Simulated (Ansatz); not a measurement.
Energy needed to pull apart CH₄BN (SMILES BN=C), closed shell, into free ground-state atoms, from the structure below (displaced at random from a GFN2-xTB minimum); no zero-point or spin–orbit terms; open-shell atoms are treated unrestricted, in their ground-state multiplicity.

```xyz
7
angstrom
B -1.0031 0.3804 -0.6855
N -0.0658 0.0165 -0.0612
C 0.8219 -0.4670 0.7291
H -2.0504 -0.0620 -0.4365
H -0.8774 1.2051 -1.6087
H 1.7995 -1.1745 0.4469
H 1.2693 0.1310 1.7251
```

Computed with Ansatz 0.2.0 (basis: def2-TZVPP); correlated methods freeze the cores.

```json
{"method": "PBE-D4", "atomization energy (eV)": "26.74"}
{"method": "r2SCAN-D4", "atomization energy (eV)": "25.90"}
{"method": "PBE0-D4", "atomization energy (eV)": "?"}
{"method": "r2SCANh-D4", "atomization energy (eV)": "25.64"}
{"method": "BHLYP-D4", "atomization energy (eV)": "24.93"}
{"method": "wB97M-V", "atomization energy (eV)": "?"}
{"method": "HF", "atomization energy (eV)": "17.72"}
{"method": "MP2", "atomization energy (eV)": "25.09"}
{"method": "CCSD", "atomization energy (eV)": "24.26"}
{"method": "CCSD(T)", "atomization energy (eV)": "24.74"}
```

**Question.** What does wB97M-V give? (Judge from chemistry; the value comes from the calculation.)

**Answer.** The calculation gives: 25.78 eV, which is about 1.04 eV more than CCSD(T)/def2-TZVPP.

**Question.** What does PBE0-D4 give? (An estimate is asked for; the value comes from the calculation.)

**Answer.** By the calculation: 25.91 eV, which is about 1.17 eV more than CCSD(T)/def2-TZVPP.

In triple zeta the MP2 and coupled-cluster atomization energies are still short of their basis limit by a few kcal/mol a bond, whereas those of the functionals are nearly converged, so these differences are not deviations from converged CCSD(T).

T1 diagnostic: at most 0.017. The restricted Hartree–Fock reference is unstable towards an unrestricted one here.

For scale, one of the runs: CCSD(T)/def2-TZVPP forces, 149 basis functions (an equivalent command: `ansatz run in.yaml --threads 4`). Hardware: 4 CPU threads, shared host. Wall time 42 s; peak host memory 1.8 GiB.
